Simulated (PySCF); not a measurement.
# NaSi+: bond curves at several levels of theory

What are the lowest state that PBE0 finds, the bond length, vibrational wavenumber and bond energy of NaSi+, and how much do these hang on the method?

Method: Na pcseg-2, Si pcseg-2, no relativity; program: PySCF 2.14.0.

## 1. Input

Settings of the job:

```yaml
atoms: Na, Si
charge: 1
basis: Na pcseg-2, Si pcseg-2
Hamiltonian: no relativity
basis_functions: 53
electrons_treated: 24
masses_in_u: 22.9898, 27.9769
levels: PBE0, PBE, r²SCAN, revPBE, M06-2X, B97-3, HF, MP2, SCS-MP2, CCSD, CCSD(T)
grid: 80 radial by 434 angular points
occupations: held fixed by the projection of orbital angular momentum
dissociation_limit: Na+ + Si, each in its ground configuration
starting_distance_in_angstrom: 2.790
values_of_2S_to_try: 0, 2
```

Launch:

```sh
> OMP_NUM_THREADS=1 python dia.py task.json out
```

After this run come: First curve: PBE0; Excited determinants; PBE (GGA); r²SCAN; revPBE (GGA); M06-2X; B97-3; UHF (mean field); Correlated methods on the Hartree–Fock reference.

**Question.** What will these runs give? Wanted: for each run, Re; ωe; De; μ.

The runs gave:

Lowest PBE0 solution found, without spin–orbit coupling: ³Π (triplet), unpaired electrons σ ↑, π ↑. State 2 has its PBE0 minimum 0.26 eV higher, as a spin-mixed determinant (⟨S²⟩ = 1.01), so this is no gap between pure states. State 3 has its PBE0 minimum 0.62 eV higher. The other levels ran on the lowest alone.

| level | Re (Å) | ωe (cm⁻¹) | De (eV) | μ (D) |
| --- | --- | --- | --- | --- |
| UHF | 3.181 | 150.9 | 0.430 | -6.00 |
| UHF-MP2 | 3.113 | 159.9 | 0.468 | n/a |
| UHF-SCS-MP2 | 3.119 | 159.0 | 0.461 | n/a |
| UHF-CCSD | 3.097 | 162.7 | 0.476 | n/a |
| UHF-CCSD(T) | 3.092 | 163.6 | 0.481 | n/a |
| PBE | 3.148 | 146.5 | 0.55 | -5.31 |
| revPBE | 3.190 | 141.7 | 0.52 | -5.47 |
| r²SCAN | 3.147 | 150.0 | 0.485 | -5.68 |
| PBE0 | 3.126 | 152.6 | 0.52 | -5.50 |
| B97-3 | 3.133 | 153.9 | 0.461 | -5.66 |
| M06-2X | 3.079 | 160.0 | 0.52 | -5.44 |

De is counted to Na+ + Si in their ground configurations. A positive dipole points from Na to Si; in an ion it is taken about the centre of mass and does not tell which atom is negative.

Differences from CCSD(T) in the same basis:

| level | Re (mÅ) | ωe (%) |
| --- | --- | --- |
| UHF | +89 | -7.8 |
| UHF-MP2 | +21 | -2.3 |
| UHF-SCS-MP2 | +28 | -2.8 |
| UHF-CCSD | +5 | -0.6 |
| PBE | +57 | -10.5 |
| revPBE | +99 | -13.4 |
| r²SCAN | +55 | -8.3 |
| PBE0 | +35 | -6.7 |
| B97-3 | +41 | -5.9 |
| M06-2X | -13 | -2.2 |

**Reading.** Judged by CCSD(T) in the same basis: best bond length UHF-CCSD (+5 mÅ), worst revPBE (+99 mÅ); best wavenumber UHF-CCSD (-0.6 %), worst revPBE (-13.4 %). Of the levels with a De here, UHF gives the least (0.430 eV) and PBE the most (0.55 eV).

Correlated steps freeze 6 core orbitals.
